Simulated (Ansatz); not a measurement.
Density of states of Be4FeGe (F-43m, a = 5.934 Å, b = 5.934 Å, c = 5.934 Å, α = 90.00°, β = 90.00°, γ = 90.00°), in states per eV and primitive cell, averaged over bins of 0.3 eV. All numbers below come from DFT r2SCAN, scalar-relativistic, plane waves, PAW (Ansatz).

Settings: cutoff 500 eV, Γ-centred mesh 10×10×10 on the computed 6-atom cell, Gaussian smearing of 0.10 eV; no spin polarisation.

The cell is relaxed at this level. The states (both spins) are summed by tetrahedra on a 15×15×15 mesh at the self-consistent density. Energies are bin centres; the table starts no lower than −8 eV and ends at 6 eV, or lower where the solved bands end.

It is a metal at this level.

| E − E_F (eV) | total | Fe 3d | Be 2s | Ge 4p | Ge 4s | Fe 4s |
| --- | --- | --- | --- | --- | --- | --- |
| -7.90 | 0.72 | 0.05 | 0.25 | 0.25 | 0.11 | 0.03 |
| -7.60 | 1.11 | 0.07 | 0.44 | 0.39 | 0.10 | 0.07 |
| -7.30 | 1.10 | 0.08 | 0.44 | 0.38 | 0.09 | 0.06 |
| -7.00 | 1.14 | 0.09 | 0.46 | 0.39 | 0.08 | 0.06 |
| -6.70 | 1.20 | 0.10 | 0.47 | 0.41 | 0.08 | 0.06 |
| -6.40 | 1.20 | 0.11 | 0.45 | 0.43 | 0.07 | 0.07 |
| -6.10 | 1.25 | 0.11 | 0.43 | 0.48 | 0.06 | 0.07 |
| -5.80 | 1.37 | 0.13 | 0.43 | 0.57 | 0.05 | 0.08 |
| -5.50 | 1.66 | 0.16 | 0.47 | 0.77 | 0.04 | 0.07 |
| -5.20 | 1.82 | 0.22 | 0.45 | 0.88 | 0.03 | 0.06 |
| -4.90 | 2.10 | 0.36 | 0.41 | 1.04 | 0.03 | 0.05 |
| -4.60 | 2.47 | 0.57 | 0.33 | 1.21 | 0.02 | 0.04 |
| -4.30 | 1.16 | 0.19 | 0.28 | 0.41 | 0.01 | 0.05 |
| -4.00 | 3.04 | 0.43 | 0.63 | 0.99 | 0.03 | 0.14 |
| -3.70 | 0.98 | 0.19 | 0.15 | 0.38 | 0.00 | 0.05 |
| -3.40 | 0.20 | 0.03 | 0.04 | 0.04 | 0.00 | 0.06 |
| -3.10 | 0.24 | 0.03 | 0.04 | 0.04 | 0.00 | 0.08 |
| -2.80 | 0.36 | 0.06 | 0.05 | 0.05 | 0.00 | 0.10 |
| -2.50 | 1.21 | 0.47 | 0.14 | 0.08 | 0.00 | 0.17 |
| -2.20 | 3.83 | 1.96 | 0.52 | 0.17 | 0.06 | 0.22 |
| -1.90 | 3.85 | 2.21 | 0.47 | 0.19 | 0.04 | 0.16 |
| -1.60 | 3.26 | 2.07 | 0.24 | 0.17 | 0.03 | 0.07 |
| -1.30 | 6.41 | 5.16 | 0.17 | 0.22 | 0.03 | 0.09 |
| -1.00 | 6.36 | 5.00 | 0.24 | 0.33 | 0.01 | 0.04 |
| -0.70 | 4.50 | 3.03 | 0.38 | 0.25 | 0.03 | 0.03 |
| -0.40 | 2.47 | 1.47 | 0.22 | 0.10 | 0.02 | 0.01 |
| -0.10 | 0.61 | 0.27 | 0.06 | 0.02 | 0.01 | 0.00 |
| 0.20 | 0.39 | 0.08 | 0.08 | 0.01 | 0.14 | 0.00 |
| 0.50 | 0.50 | 0.21 | 0.10 | 0.01 | 0.14 | 0.00 |
| 0.80 | 1.93 | 1.18 | 0.22 | 0.08 | 0.22 | 0.01 |
| 1.10 | 1.63 | 0.79 | 0.21 | 0.14 | 0.14 | 0.03 |
| 1.40 | 1.37 | 0.53 | 0.19 | 0.17 | 0.11 | 0.04 |
| 1.70 | 1.61 | 0.67 | 0.20 | 0.28 | 0.09 | 0.04 |
| 2.00 | 1.39 | 0.54 | 0.20 | 0.21 | 0.08 | 0.06 |
| 2.30 | 1.36 | 0.43 | 0.22 | 0.20 | 0.06 | 0.08 |
| 2.60 | 1.55 | 0.41 | 0.27 | 0.25 | 0.07 | 0.12 |
| 2.90 | 1.92 | 0.47 | 0.42 | 0.25 | 0.13 | 0.13 |
| 3.20 | 2.54 | 0.54 | 0.45 | 0.34 | 0.13 | 0.17 |
| 3.50 | 1.46 | 0.26 | 0.27 | 0.21 | 0.05 | 0.09 |
| 3.80 | 1.31 | 0.18 | 0.22 | 0.20 | 0.04 | 0.07 |
| 4.10 | 1.33 | 0.16 | 0.21 | 0.19 | 0.04 | 0.09 |
| 4.40 | 2.37 | 0.32 | 0.59 | 0.25 | 0.05 | 0.17 |
| 4.70 | 2.13 | 0.26 | 0.59 | 0.19 | 0.04 | 0.09 |
| 5.00 | 1.79 | 0.18 | 0.44 | 0.15 | 0.04 | 0.05 |
| 5.30 | 1.67 | 0.15 | 0.41 | 0.14 | 0.03 | 0.04 |
| 5.60 | 1.94 | 0.13 | 0.42 | 0.14 | 0.03 | 0.05 |

The columns after the total are the Löwdin projections on the occupied valence shells of the potentials. The rest of the total lies in shells that are empty in the free atom, which aren't projected, and between the atoms.

A ferromagnetic start lost its moments in a first run, so spin was left out; other magnetic orders weren't tried.

Whether Be4FeGe exists in this form wasn't checked.